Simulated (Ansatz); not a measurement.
System: SiH4, charge 0, triplet. This triplet is an excited state, 4.7 eV above the singlet at CCSD(T)/cc-pV(5+d)Z (Ansatz, a program for electronic structure). SiH4 (parent SMILES [SiH4], triplet).
B3LYP-D3(BJ)/def2-TZVP minimum from Ansatz:
```
Si
H 1 1.5497
H 1 1.5497 2 85.01
H 1 1.5497 2 85.01 3 -147.14
H 1 1.5497 2 145.69 3 -73.57
```
Charge 0, spin multiplicity 3.

Total energies in cc-pV(T+d)Z, 8 correlated electrons, 5 frozen orbitals. UHF or UKS for unpaired electrons; spin-orbit terms are left out. Cores are frozen in correlated methods. No relativity. The UHF reference of H4Si (parent SMILES [SiH4], triplet) is spin-contaminated (<S^2> up to 0.04 over the pure value in the sets run). The spin of H4Si (parent SMILES [SiH4], triplet) was assumed, and the state is the lowest solution found for it.

| method | program | energy (Eh) | minus CCSDT(Q) (mEh) |
|---|---|---|---|
| HF | Ansatz | -291.09151 | 177.96 |
| MP2 | Ansatz | -291.23024 | 39.24 |
| CCSD | Ansatz | -291.26214 | 7.34 |
| CCSD(T) | Ansatz | -291.26796 | 1.51 |
| CCSDT(Q) | Ansatz | -291.26948 | 0.00 |

Rough core times of Ansatz's runs on a shared machine: CCSD(T) under 20 s, CCSDT(Q) 6 min.
